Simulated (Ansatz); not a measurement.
We consider corundum (α-Al2O3), described by PBE-D3(BJ) (PAW; Ansatz, a quantum-chemistry and plane-wave program).

Settings: plane-wave cutoff 520 eV, 8×8×8 k mesh, Fermi–Dirac smearing 0.01 eV, scalar-relativistic PAW data made under PBE.

The cell is scaled about its equilibrium volume:

Shape and atoms are relaxed at each volume.

```json
[
 {"V (Å³/atom)": "8.255", "P (GPa)": "10.56", "direct gap at Γ (eV)": "6.575", "c (Å)": "12.848", "a (Å)": "4.718"},
 {"V (Å³/atom)": "8.427", "P (GPa)": "5.02", "direct gap at Γ (eV)": "6.321", "c (Å)": "12.943", "a (Å)": "4.749"},
 {"V (Å³/atom)": "8.599", "P (GPa)": "0.00", "direct gap at Γ (eV)": "6.075", "c (Å)": "13.037", "a (Å)": "4.780"},
 {"V (Å³/atom)": "8.771", "P (GPa)": "-4.55", "direct gap at Γ (eV)": "5.837", "c (Å)": "13.130", "a (Å)": "4.810"},
 {"V (Å³/atom)": "8.943", "P (GPa)": "-8.65", "direct gap at Γ (eV)": "5.606", "c (Å)": "13.222", "a (Å)": "4.840"}
]
```

A straight line through the gaps at Γ against ln V gives a volume deformation potential dE_g(Γ)/d ln V of -12.1 eV: the gap at Γ widens under compression.

Note: the bulk modulus comes from volumes at which shape and atoms were relaxed.
